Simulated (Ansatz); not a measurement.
SiS2, relaxed as a singlet with RKS B3LYP-D4/def2-TZVP in Ansatz, starting from the GFN2-xTB geometry. Force threshold 0.02 eV/Å.

Another isomer (singlet) lies 0.75 eV lower at PBE0-D4/def2-TZVP; other spin states weren't run for this one.

Start:

| atom | x (Å) | y (Å) | z (Å) |
| --- | --- | --- | --- |
| Si1 | -0.980 | -0.401 | 0.690 |
| S2 | 1.093 | -0.577 | 0.060 |
| S3 | -0.113 | 0.978 | -0.750 |

```tsv
step	energy (eV)	largest force component (eV/Å)	SCF passes
1	-29551.0733	0.918	14
2	-29551.1141	0.282	21
3	-29551.1182	0.024	21
4 (rejected)	-29551.1182	0.024	23
5	-29551.1182	0.000	14
```

Force components are those of the run's own axes.

End:

Cartesian coordinates in Å:
```
Si -0.9460 -0.3867 0.6663
S 1.0892 -0.6011 0.0806
S -0.1431 0.9878 -0.7469
```

By distances, no bond broke or formed. The bond that changes most is S2–S3, from 2.13 to 2.17 Å (atoms count from 1).

No frequencies were taken in this run, so the end may be a saddle point.

Run time 3.6 s (4 threads of Arm Neoverse V1 on a shared host).
